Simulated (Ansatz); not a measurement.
Reactions of C3H3FO, SMILES `C=C=C(O)F`.

Calculated with Ansatz (gas phase, PBE0-D4/def2-TZVP geometries, no zero-point term in ΔE). CCSD(T)/CBS adds triple-zeta CCSD(T) − MP2 to the extrapolated MP2 energy (def2 sets, frozen cores). This one scheme is used for every species, atoms too. Open shells (•) are unrestricted, without spin–orbit coupling. Spin–orbit coupling would lower the free atoms: a little for C, F, O. Each species was taken in one conformer, which may not be the lowest.

Q: Order these by ΔE at CCSD(T)/CBS, lowest first. (Estimate.)
A. `C=C=C(O)F` → `OC1=C(F)C1`
B. `C=C=C(O)F` → 3 C• + F• + 3 H• + O•
C. `C=C=C(O)F` → `OCC#CF`
D. `C=C=C(O)F` + H₂ → `C=C=CF` + H₂O
E. `C=C=C(O)F` + CH₃OH → `C=C=C(O)CO` + H–F
F. `C=C=C(O)F` + HCl → `C=C=C(O)Cl` + H–F

A: D (-83.3 kJ/mol), E (-72.1 kJ/mol), F (-14.4 kJ/mol), C (+79.6 kJ/mol), A (+112.0 kJ/mol), B (+3383.4 kJ/mol).

Largest T1 diagnostic: 0.013, for `C=C=C(O)F`.
